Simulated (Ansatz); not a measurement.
Potential energy surface of CH2, triplet: symmetric bend, bond length relaxed. Scanned: H-C-H angle. Other coordinates (C-H bond length) were minimised at PBE0/def2-TZVP.

Levels: UKS-PBE/def2-SVP = unrestricted PBE/def2-SVP run with Ansatz (a first-principles code); UKS-CAM-B3LYP/def2-SVP = unrestricted CAM-B3LYP/def2-SVP in Ansatz; FCI/def2-SVP = full CI/def2-SVP, frozen core (Ansatz).

Energies relative to the lowest point of each profile, in mEh; the last columns give the error against full CI:

| a / ° | UKS-PBE/def2-SVP | UKS-CAM-B3LYP/def2-SVP | FCI/def2-SVP | UKS-PBE/def2-SVP − FCI/def2-SVP | UKS-CAM-B3LYP/def2-SVP − FCI/def2-SVP |
|---|---|---|---|---|---|
| 170.61 | 6.2 | 7.0 | 10.2 | -4.0 | -3.2 |
| 164.22 | 5.1 | 5.7 | 8.5 | -3.5 | -2.8 |
| 154.99 | 2.9 | 3.3 | 5.3 | -2.4 | -2.0 |
| 148.68 | 1.4 | 1.7 | 3.1 | -1.7 | -1.5 |
| 140.64 | 0.1 | 0.2 | 0.9 | -0.8 | -0.8 |
| 130.24 | 0.0 | 0.0 | 0.0 | 0.0 | 0.0 |
| 124.78 | 1.0 | 1.0 | 0.7 | 0.3 | 0.3 |
| 114.83 | 5.2 | 5.5 | 4.7 | 0.5 | 0.8 |
| 108.79 | 9.4 | 10.0 | 9.0 | 0.5 | 1.0 |
| 100.83 | 17.3 | 18.3 | 17.1 | 0.2 | 1.2 |
| 93.19 | 27.5 | 29.0 | 27.7 | -0.2 | 1.3 |
| 84.95 | 41.7 | 44.0 | 42.4 | -0.8 | 1.5 |
| 78 | 56.4 | 59.5 | 57.8 | -1.3 | 1.7 |
| 66.65 | 86.8 | 91.3 | 89.4 | -2.6 | 1.9 |

UKS-PBE/def2-SVP is furthest from FCI/def2-SVP at 170.61 (-4.0 mEh, below); its mean absolute error over the points is 1.3 mEh.

UKS-CAM-B3LYP/def2-SVP is furthest from FCI/def2-SVP at 170.61 (-3.2 mEh, below); its mean absolute error over the points is 1.4 mEh.

The scan ran from 180.0 to 60.0; beyond the range shown the relaxed coordinates jump or full CI changes its symmetry label.
